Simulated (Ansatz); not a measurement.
Input file:

```yaml
crystal:
  periodic: [false, false, false]
  atoms:
    - {symbol: Si, position_ang: [0.000000, -0.469231, 2.063903]}
    - {symbol: Al, position_ang: [0.000000, -0.415222, -3.277824]}
    - {symbol: H, position_ang: [0.000000, 0.884453, 1.213922]}
basis:
  gaussian: {orbitals: 6-31G}
magnetization: {spin_polarized: false, initial_magnetization: 2}
correlation: {method: ccsdtq, electrons: outside_noble_gas}
```

```sh
$ ansatz run in.yaml --threads 1 --pin off --events-out ev --progress --plain --max-ram 2393MiB
```

The program prints:

```
542 factors; integrals over basis functions are off by at most 1.9e-7 eV
mean field evaluation 1: about -14453.4421 eV, gradient 8.0e0 eV
mean field evaluation 2: about -14453.4426 eV, gradient 8.0e0 eV
mean field evaluation 4: about -14449.3826 eV, gradient 1.4e1 eV
mean field evaluation 8: about -14455.9567 eV, gradient 2.8e-1 eV
mean field evaluation 16: about -14455.9595 eV, gradient 3.4e-5 eV
mean field evaluation 32: about -14453.7243 eV, gradient 8.5e-1 eV
mean field evaluation 64: about -14453.8475 eV, gradient 1.1e0 eV
mean field evaluation 96: about -14455.3908 eV, gradient 4.6e0 eV
mean field evaluation 128: about -14455.9395 eV, gradient 9.9e-2 eV
mean field evaluation 160: about -14455.9103 eV, gradient 6.7e-2 eV
...
cycle 166  -2.11535717 eV  change   -2.1e-8 eV  update   1.4e-5
cycle 167  -2.11535719 eV  change   -1.9e-8 eV  update   1.6e-5
cycle 168  -2.11535720 eV  change   -1.3e-8 eV  update   9.2e-6
cycle 169  -2.11535721 eV  change   -2.9e-9 eV  update   8.4e-6
cycle 170  -2.11535721 eV  change   -5.2e-9 eV  update   6.8e-6
cycle 171  -2.11535721 eV  change   -1.0e-9 eV  update   4.2e-6
cycle 172  -2.11535722 eV  change   -1.1e-9 eV  update   3.5e-6
cycle 173  -2.11535722 eV  change   1.4e-10 eV  update   3.0e-6
cycle 174  -2.11535721 eV  change   3.1e-10 eV  update   2.8e-6
cycle 175  -2.11535721 eV  change    2.1e-9 eV  update   9.7e-7
Total energy: -14458.07483098 eV, -531.3244500035 hartree
```

For the same geometry and basis full CI lies 0.4 meV lower.

Ran on 1 thread of Intel Xeon Platinum 8259CL, shared host: 4.3 min wall, 0.23 GiB peak host memory.
